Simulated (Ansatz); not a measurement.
# Changing the shape of CH3P, singlet

Calculated in Ansatz's Gaussian-basis code; NEVPT3, NEVPT4(SD), MRCISD by development code. Basis aug-cc-pV(T+d)Z, nonrelativistic, 6 orbitals frozen in the corrections; active space CAS(4,3). Restricted Hartree–Fock, then the lowest state-specific CASSCF solution met for each case. Coupled cluster stands on the determinant that it favours, not always the lowest RHF. On stretched bonds single-reference methods can fail or change state. Unlike active orbitals can shift such differences by tenths of an eV, at times by over 1 eV.

Case A:

```xyz
5

C     0.0029    0.0126   -1.0778
P     0.0038   -0.0982    0.5937
H     0.8934    0.0702   -1.6964
H    -0.9458    0.0298   -1.6069
H    -0.0224    1.2970    0.8653
```

Case B:

```xyz
5

C     0.0000    0.0238    1.0775
P     0.0000   -0.1007   -0.5930
H     0.0000    0.9584    1.6301
H     0.0000   -0.8828    1.6761
H     0.0000    1.2924   -0.8762
```

Energy less that of case A, in eV:

| case | RHF/ROHF | CCSD(T) | SC-NEVPT2 | FIC-NEVPT2 | NEVPT3 | NEVPT4(SD) |
| --- | --- | --- | --- | --- | --- | --- |
| B | -3.297 | -2.471 | -2.271 | -2.271 | -2.166 | -2.199 |

(1) What does MRCISD+Q give for these differences?

Answers

(1) B: -2.219 eV (-51.2 kcal/mol).
